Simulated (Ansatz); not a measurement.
Wavefunction methods compared: HCO, doublet

Calculated in Ansatz's Gaussian-basis code; BCCD by scripts on PySCF. Nonrelativistic, STO-3G, 2 core orbitals frozen. Perturbation and coupled-cluster methods stand on the Hartree–Fock determinant that coupled cluster favours; RHF here means ROHF, with semicanonical perturbation theory. The state met can differ between shapes. The basis is small, far from the limit.

Shape A:

| atom | x (Å) | y (Å) | z (Å) |
| --- | --- | --- | --- |
| C | 0.0000 | 0.0000 | 0.0000 |
| H | 0.0000 | 0.9200 | -0.6300 |
| O | 0.0000 | 0.0000 | 1.0584 |

Shape B:

```xyz
3

C     0.0000    0.0000    0.0000
H     0.0000    0.9200   -0.6300
O     0.0000    0.0000    1.2348
```

Shape C. A bond is stretched, to 2.66 times the sum of the covalent radii.

```xyz
3

C     0.0000    0.0000    0.0000
H     0.0000    2.3460   -1.6065
O     0.0000    0.0000    1.1760
```

Correlation energy of CCSD(T), then each method's total less that of CCSD(T), in eV:

```csv
case,E corr CCSD(T),CCSD,BCCD,BCCD(T),determinant
A RHF,-3.155,+0.076,+0.096,+0.003,–
A UHF,-3.106,+0.072,+0.093,+0.003,⟨S²⟩ = 0.757
B RHF,-4.032,+0.146,+0.189,+0.015,–
B UHF,-3.716,+0.060,+0.191,+0.024,⟨S²⟩ = 1.131
C RHF,-4.031,+0.241,+0.294,+0.002,–
```

**Question.** How far does full CI lie from CCSD(T) in each case, and where is CCSD(T) within 1 kcal/mol (0.043 eV)?

**Answer.** A RHF: -0.020 eV (within); A UHF: -0.021 eV (within); B RHF: -0.047 eV (outside); B UHF: -0.040 eV (within, spin-contaminated determinant); C RHF: -0.025 eV (within).
